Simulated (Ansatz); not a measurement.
# BH2Cl (SMILES BCl): wB97M-V/STO-3G

What is the vertical ionisation energy of BH2Cl at wB97M-V/STO-3G? 

Program for the calculation: Ansatz 0.2.0.

56 further runs of the same task are left out: 2 that didn't finish, 54 set aside as unsound or not needed.

## (1) Starting point

BH2Cl: 4 atoms, total charge 0, spin state singlet. As SMILES, `BCl`. The shape is that of a PBE0-D4/def2-TZVP optimisation.

Bond lengths: B1–Cl2 1.733 Å, B1–H3 1.190 Å, B1–H4 1.190 Å. Angles: Cl2–B1–H3 118.1°, Cl2–B1–H4 118.1°, H3–B1–H4 123.7°.

## (2) A single-point energy at wB97M-V/STO-3G

File run.yaml:

```yaml
crystal:
  periodic: [false, false, false]
  atoms:
    - {symbol: B, position_ang: [-0.116700, 0.021700, -0.075300]}
    - {symbol: Cl, position_ang: [1.365000, -0.395300, 0.721200]}
    - {symbol: H, position_ang: [-1.106200, -0.559500, 0.240400]}
    - {symbol: H, position_ang: [-0.086600, 0.872800, -0.906600]}
basis:
  gaussian:
    orbitals: STO-3G
hamiltonian:
  xc: {name: wB97M-V}
accuracy: high
```

The run is started by

```sh
$ ansatz run run.yaml --threads 1 --pin off --max-ram 2610MiB --events-out events.jsonl --progress --plain --runs-dir runs
```

The program printed:

```text
Warning: RAYON_NUM_THREADS=1 ignored (pool sized by the plan → 1); use --threads N
Functional definition: wB97M-V
  name "wB97M-V"
  parameter omega = 0.3/bohr
  parameter cx = 0.15
  parameter cx01 = 1.007
  parameter cx10 = 0.259
  parameter css00 = 0.443
  parameter css04 = -1.437
  parameter css10 = -4.535
  parameter css20 = -3.390
  parameter css43 = 4.278
  parameter cos00 = 1.000
  parameter cos10 = 1.358
  parameter cos20 = 2.924
  parameter cos21 = -8.812
  parameter cos60 = -1.390
  parameter cos61 = 9.142
  parameter b = 6.0
  parameter c = 0.01
  gx(w, u) = 1 - cx + cx01*u + cx10*w
  gss(w, u) = css00 + css04*u^4 + css10*w + css20*w^2 + css43*w^4*u^3
  gos(w, u) = cos00 + cos10*w + (cos20 + cos21*u)*w^2 + (cos60 + cos61*u)*w^6
  exchange = spin_sum(e_x_unif_sr(omega)*gx(b97_w, b97_u_x)) + cx*exact_x_sr(omega) + exact_x_lr(omega)
  correlation = spin_sum(e_c_pw_mod_same_spin*gss(b97_w, b97_u_same))
      + integral(e_c_pw_mod_opposite_spin*gos(b97_w_opposite, b97_u_opposite)) + vv10(b, c)
263 factors; integrals over basis functions are off by at most 1.2e-8 eV
117 factors; integrals over basis functions are off by at most 9.2e-10 eV
mean field evaluation 1: about -13086.6568 eV, gradient 1.7e1 eV
mean field evaluation 2: about -13087.7627 eV, gradient 8.0e0 eV
mean field evaluation 4: about -13087.9849 eV, gradient 7.7e-2 eV
mean field evaluation 8: about -13087.9548 eV, gradient 6.0e-4 eV
mean field evaluation 16: about -13087.9548 eV, gradient 7.8e-9 eV
mean field -13087.95476205 eV, -480.9734661709 hartree, gradient 7.8e-9 eV, S^2 0.000000; 0 other end points of the search recorded, 0 dependent functions left out
reference -13087.95476403 eV, -480.9734662437 hartree; 12, 12 occupied and 4, 4 virtual orbitals, 263 factors
Total energy: -13087.95476403 eV, -480.9734662437 hartree
```

Wall time 9.9 s (1 thread of Arm Neoverse V1, shared host); peak memory 0.22 GiB.

## (3) The doublet cation at the same level

File molecule.yaml:

```yaml
crystal:
  periodic: [false, false, false]
  atoms:
    - {symbol: B, position_ang: [-0.116700, 0.021700, -0.075300]}
    - {symbol: Cl, position_ang: [1.365000, -0.395300, 0.721200]}
    - {symbol: H, position_ang: [-1.106200, -0.559500, 0.240400]}
    - {symbol: H, position_ang: [-0.086600, 0.872800, -0.906600]}
basis:
  gaussian:
    orbitals: STO-3G
total_charge: 1
magnetization:
  spin_polarized: true
  initial_magnetization: 1
hamiltonian:
  xc: {name: wB97M-V}
accuracy: high
```

The run is started by

```sh
$ ansatz run molecule.yaml --threads 1 --pin off --max-ram 2610MiB --events-out events.jsonl --progress --plain --runs-dir runs
```

The program printed, shortened:

```text
Warning: RAYON_NUM_THREADS=1 ignored (pool sized by the plan → 1); use --threads N
Functional definition: wB97M-V
  name "wB97M-V"
[...]
  gx(w, u) = 1 - cx + cx01*u + cx10*w
  gss(w, u) = css00 + css04*u^4 + css10*w + css20*w^2 + css43*w^4*u^3
  gos(w, u) = cos00 + cos10*w + (cos20 + cos21*u)*w^2 + (cos60 + cos61*u)*w^6
[...]
      + integral(e_c_pw_mod_opposite_spin*gos(b97_w_opposite, b97_u_opposite)) + vv10(b, c)
261 factors; integrals over basis functions are off by at most 1.2e-8 eV
117 factors; integrals over basis functions are off by at most 9.2e-10 eV
[...]
mean field -13077.12887099 eV, -480.5756220125 hartree, gradient 3.1e-8 eV, S^2 0.751677; 2 other end points of the search recorded, 0 dependent functions left out
reference -13077.12887295 eV, -480.5756220844 hartree; 12, 11 occupied and 4, 5 virtual orbitals, 261 factors
Total energy: -13077.12887295 eV, -480.5756220844 hartree
```

Wall time 16 s (1 thread of Arm Neoverse V1, shared host); peak memory 0.4 GiB.

## (4) What came out

Level: wB97M-V/STO-3G.

```
                                          quantity          value
                       singlet BH2Cl: total energy  -480.97347 Eh
                      doublet cation: total energy  -480.57562 Eh
                              doublet cation: ⟨S²⟩          0.752
vertical ionisation energy (to the doublet cation)      10.826 eV
```

In words: The vertical ionisation energy comes to 10.83 eV (250 kcal/mol). In a minimal basis such a difference can be off by several eV, whatever the method.
